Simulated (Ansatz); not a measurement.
## Atomization energy of H$_{2}$S, singlet, from cheap to dear

Geometry (MP2(full)/6-31G*, from the G2/97 set):

| atom | x (Å) | y (Å) | z (Å) |
| --- | --- | --- | --- |
| S | 0.0000 | 0.0000 | 0.0544 |
| H | 0.0000 | 0.9743 | -0.8648 |
| H | 0.0000 | -0.9743 | -0.8648 |

Measured, as an electronic atomization energy: 763.3 kJ/mol (G2/97 heats of formation of molecule and atoms, with zero-point and thermal terms from B3LYP taken off; Curtiss et al., J. Chem. Phys. 106, 1063 (1997), Staroverov et al., J. Chem. Phys. 119, 12129 (2003)). The measured value holds scalar relativity and spin–orbit coupling, which all computed ones lack, and core correlation, which the wave-function levels lack. Atoms are taken at the same level; beside RHF, RMP2 and RCC rows they are unrestricted. The atoms' steps beyond CCSDT(Q) are taken from restricted open-shell runs, which share full CI's core. Ansatz 0.2.0; the 6-31G* set has Cartesian d functions; a miss is computed less measured; times are wall times on shared hosts and scatter by a factor of two or so. A small miss in a small set is a cancellation of the method's error against the basis error.

```tsv
level	basis	miss (kJ/mol)	time of the run	hardware
full CI	STO-3G	-0.3	0.07 s	1 CPU thread
CISDTQ	STO-3G	-0.3	0.1 s	1 CPU thread
RCCSD(T)	STO-3G	-0.3	0.12 s	1 CPU thread
RHF	cc-pV(D+d)Z	-229.8	0.16 s	1 CPU thread
RPA-PBE	STO-3G	-7.8	0.19 s	1 CPU thread
revPBE	6-31G*	-41.7	0.21 s	1 CPU thread
BCCD(T)	STO-3G	-0.3	0.22 s	1 CPU thread
PBE	6-31G*	-25.8	0.22 s	1 CPU thread
PBE0	STO-3G	125.0	0.22 s	1 CPU thread
RCCSD(T)	cc-pV(D+d)Z	-56.6	0.24 s	1 CPU thread
SPW92	cc-pV(T+d)Z	99.2	0.25 s	1 CPU thread
B3LYP	6-31G*	-28.8	0.25 s	1 CPU thread
RCCSDT(Q)	STO-3G	-0.3	0.26 s	1 CPU thread
revPBE	cc-pV(D+d)Z	-27.6	0.28 s	1 CPU thread
RPA-PBE	6-31G	-228.4	0.28 s	1 CPU thread
PBE0	cc-pV(D+d)Z	-20.2	0.31 s	1 CPU thread
BCCD(T)	6-31G	-211.5	0.33 s	1 CPU thread
CAM-B3LYP	cc-pV(D+d)Z	-14.5	0.37 s	1 CPU thread
PBE	cc-pV(D+d)Z	-11.4	0.4 s	1 CPU thread
PBE	cc-pV(T+d)Z	-2.1	0.46 s	1 CPU thread
CISDTQ	6-31G	-211.2	0.46 s	1 CPU thread
RCCSDT(Q)	6-31G*	-120.6	0.52 s	1 CPU thread
MRCISD+Q (valence space)	6-31G	-211.7	0.58 s	1 CPU thread
PBE	cc-pV(Q+d)Z	-1.3	0.61 s	1 CPU thread
MRCISD+Q(relaxed) (valence space)	6-31G*	-121.4	0.64 s	1 CPU thread
wB97M-V	6-31G*	-11.4	0.73 s	1 CPU thread
r2SCAN0	cc-pV(T+d)Z	-10.6	0.8 s	1 CPU thread
MRCISD+Q (valence space)	cc-pV(D+d)Z	-58.5	0.85 s	1 CPU thread
CAM-B3LYP	cc-pV(Q+d)Z	-1.1	0.91 s	1 CPU thread
RCCSDT(Q)	cc-pV(D+d)Z	-55.8	0.97 s	1 CPU thread
NEVPT2 (valence space)	cc-pV(T+d)Z	-34.3	1.1 s	1 CPU thread
wB97X-V	cc-pV(T+d)Z	6.3	1.1 s	1 CPU thread
RPA-PBE	cc-pV(Q+d)Z	-26.2	1.5 s	1 CPU thread
wB97M-V	cc-pV(T+d)Z	9.5	1.5 s (with forces)	1 CPU thread
wB97M-V	cc-pV(Q+d)Z	10.8	2.3 s	1 CPU thread
RCCSDTQ	6-31G*	-120.5	2.5 s	1 CPU thread
CISDTQ	cc-pV(D+d)Z	-56.6	2.8 s	H100 + 2 CPU threads
BCCD(T)	cc-pV(Q+d)Z	-3.0	3.8 s	1 CPU thread
MRCISD+Q(relaxed) (valence space)	cc-pV(Q+d)Z	-3.2	4.9 s	H100 + 2 CPU threads
RCCSDT(Q)	cc-pV(Q+d)Z	-3.0	6.5 s	H100 + 2 CPU threads
```

HF's time is that of a plain UHF run.

The smallest set from which on each level stays within 1 kcal/mol of its own cc-pV(Q+d)Z value (sets in order of size: STO-3G, 6-31G, 6-31G*, cc-pV(D+d)Z, cc-pV(T+d)Z, cc-pV(Q+d)Z): RHF cc-pV(T+d)Z; PBE cc-pV(T+d)Z; r2SCAN cc-pV(T+d)Z; B3LYP cc-pV(T+d)Z; wB97M-V cc-pV(T+d)Z; B2PLYP none (cc-pV(T+d)Z is 1.3 kcal/mol off); RMP2 none (cc-pV(T+d)Z is 3.5 kcal/mol off); RCCSD(T) none (cc-pV(T+d)Z is 3.4 kcal/mol off).
